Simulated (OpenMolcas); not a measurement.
# C3H3N (acrylonitrile): the vertical ionisation energy from total energies

C3H3N has 7 atoms, charge 0, and is taken as a singlet. As SMILES, `C=CC#N`. The coordinates come from a PBE0-D4/def2-TZVP relaxation.

```xyz
7

C    -0.5408    0.8296   -0.3506
C     0.3716    0.1052    0.2894
C     0.4133   -1.3159    0.2188
N     0.4651   -2.4657    0.1754
H    -1.3046    0.3667   -0.9633
H    -0.5405    1.9094   -0.2725
H     1.1360    0.5707    0.9028
```

Both states at this one shape; open shells run unrestricted unless said. 1 Eh = 27.2114 eV.

| level | program | singlet C3H3N (Eh) | doublet C3H3N+ (Eh) | HOMO of the first (eV) |
| --- | --- | --- | --- | --- |
| HF/6-311+G** | OpenMolcas | -169.809731 | -169.459113 | -10.89 |
| M06-L/6-311+G** | OpenMolcas | -170.852637 | -170.457699 | -7.55 |
| PBE0/6-311+G** | OpenMolcas | -170.665826 | -170.269448 | -8.50 |

Q: Work out the vertical ionisation energy at each level.

A: 
1. HF/6-311+G**: -169.459113 − (-169.809731) = 0.350618 Eh = 9.54 eV; −ε(HOMO) = 10.89 eV.
2. M06-L/6-311+G**: -170.457699 − (-170.852637) = 0.394938 Eh = 10.75 eV; −ε(HOMO) = 7.55 eV.
3. PBE0/6-311+G**: -170.269448 − (-170.665826) = 0.396378 Eh = 10.79 eV; −ε(HOMO) = 8.50 eV.

No measured value is set beside it here; the levels span 9.54 to 10.79 eV. In Hartree–Fock, −ε(HOMO) (Koopmans) exceeds the difference of totals by the orbital relaxation of the ion. In semi-local functionals −ε(HOMO) lies far under the ionisation energy, a result of self-interaction, while the difference of totals does much better. Hartree–Fock favours the state with fewer electron pairs, since it lacks pair correlation. The second state is spin-contaminated at HF/6-311+G** (⟨S²⟩ = 0.94).
